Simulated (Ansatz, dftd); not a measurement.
Reaction: CH2Cl (SMILES Cl[CH2], doublet) → CH2Cl- (SMILES [CH2-]Cl) (an electron is taken up)
Each species at its own B3LYP-D3(BJ)/def2-TZVP minimum (Ansatz, an electronic-structure program).

Property: adiabatic electron affinity (electronic), positive where energy is released, in eV. UHF or UKS for unpaired electrons; spin-orbit terms are left out. Cores are frozen in correlated methods. Rows without X2C or -DK are non-relativistic. CBS(X,Y): correlation extrapolated as X^-3, Hartree-Fock from the larger set. A bracket is a step between two methods taken in the basis named. Functionals run without relativity, which enters their misses. Double hybrids freeze cores in their MP2 part. 'core' is core correlation in cc-pwCVTZ (1s frozen past Ne), 'X2C' scalar relativity in cc-pVTZ-DK, both at CCSD(T). def2-TZVPD holds few diffuse functions, which lowers the functionals' binding of the extra electron.

```tsv
level	program	adiabatic electron affinity (eV)	difference against the last row
PBE-D3(BJ)/def2-TZVPD	Ansatz + dftd3	0.55	-0.12
PBE/def2-TZVPD	Ansatz	0.55	-0.12
r2SCAN-D3(BJ)/def2-TZVPD	Ansatz + dftd3	0.40	-0.27
r2SCAN/def2-TZVPD	Ansatz	0.40	-0.27
B3LYP/def2-TZVPD	Ansatz	0.64	-0.03
PBE0/def2-TZVPD	Ansatz	0.42	-0.25
wB97M-V/def2-TZVPD	Ansatz	0.61	-0.06
B2GP-PLYP-D3(BJ)/def2-TZVPD	Ansatz + dftd3	0.51	-0.16
B2GP-PLYP/def2-TZVPD	Ansatz	0.51	-0.16
CCSD/CBS(aug-cc-pV(T+d)Z,aug-cc-pV(Q+d)Z)	Ansatz	0.56	-0.11
CCSD(T)/aug-cc-pV(D+d)Z	Ansatz	0.60	-0.07
CCSDT(Q)/aug-cc-pV(D+d)Z	Ansatz	0.61	-0.06
CCSD(T)/CBS(aug-cc-pV(T+d)Z,aug-cc-pV(Q+d)Z) + [CCSDT(Q) - CCSD(T)]/aug-cc-pV(D+d)Z + core + X2C	Ansatz	0.67	0.00
```
